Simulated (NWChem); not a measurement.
# Correlation energy of H$_{2}$N

SMILES: [NH2]
```xyz
3

N      0.0000     0.0000    -0.1494
H      0.8027     0.0000     0.5229
H     -0.8027     0.0000     0.5229
```
Charge 0, spin multiplicity 2.

Program: NWChem. All single points use one geometry, from UPBE/def2-SVP, a minimum by its harmonic frequencies.

Basis set: STO-3G. Each correlation energy counts from its own Hartree-Fock reference.

The correlated methods keep 1 core orbital frozen. The structure started from a generated list of species. The unpaired electrons of the parent sit in orbitals of symmetry b2 (C2v labels of the run); other states weren't searched. No SCF solution was tested for a lower state. Open-shell Hartree-Fock references start from PBE0 orbitals. Coupled-cluster values serve here as a point of comparison, not as the truth.

**Question.** Order these methods by the correlation energy they give, lowest first: UMP2, SCS-UMP2, CCSD on UHF, CCSD on ROHF.

**Answer.** CCSD on ROHF (-50.7 mHa), CCSD on UHF (-48.3 mHa), SCS-UMP2 (-37.6 mHa), UMP2 (-32.2 mHa)
